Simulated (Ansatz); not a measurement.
**Two structures, one formula**

Two relaxed structures of CHBCl, doublet (PBE0-D4/def2-TZVP; forces vanish, vibrations not checked).

A:

C1  (0.318, -0.372, 0.278)
B2  (-0.442, 0.517, -0.385)
Cl3  (1.232, -1.440, 1.073)
H4  (-1.105, 1.292, -0.963)
(Å)

B:

```xyz
4
angstrom
C 1.1390 -1.4387 1.6406
B 0.7259 -0.8094 0.3946
Cl 0.2512 -0.0862 -1.0379
H -2.2643 2.5075 -1.1260
```

Computed with Ansatz 0.2.0 (basis: def2-TZVPP); correlated methods freeze the cores; orbitals are unrestricted. B3LYP uses VWN-RPA correlation.

(1) Which structure is lower at CCSD(T), and by how much? (To be estimated.)

The T1 diagnostic stays at or below 0.023. ⟨S²⟩ of the unrestricted Hartree–Fock references: 0.77 to 1.76 (a pure state has 0.75). The unrestricted reference is spin-contaminated, which hurts MP2 most.

## Answers

(1) Computed: A, by 3.771 eV (electronic energy, against the other). By their contacts, A is CHBCl ([BH][C][Cl]) and B is a complex of CBCl + H.

All methods give the same order:

```json
{"method": "PBE-D4", "E(B) − E(A) (eV)": "3.881"}
{"method": "r2SCAN-D4", "E(B) − E(A) (eV)": "3.821"}
{"method": "PBE0-D4", "E(B) − E(A) (eV)": "3.815"}
{"method": "B3LYP-D4", "E(B) − E(A) (eV)": "3.892"}
{"method": "wB97M-V", "E(B) − E(A) (eV)": "3.784"}
{"method": "HF", "E(B) − E(A) (eV)": "2.561"}
{"method": "MP2", "E(B) − E(A) (eV)": "3.784"}
{"method": "CCSD", "E(B) − E(A) (eV)": "3.710"}
{"method": "CCSD(T)", "E(B) − E(A) (eV)": "3.771"}
```

Labels in which every atom is bracketed show which atoms are joined, not bond orders.

For scale, one of the runs: CCSD(T)/def2-TZVPP, 118 basis functions, launched by `ansatz run in.yaml --threads 2 --pin off --events-out ev --progress --plain --max-ram 4352MiB`. The run took 24 s on 2 CPU threads of an Arm Neoverse V2 (shared host), with 0.71 GiB of host memory at its peak.
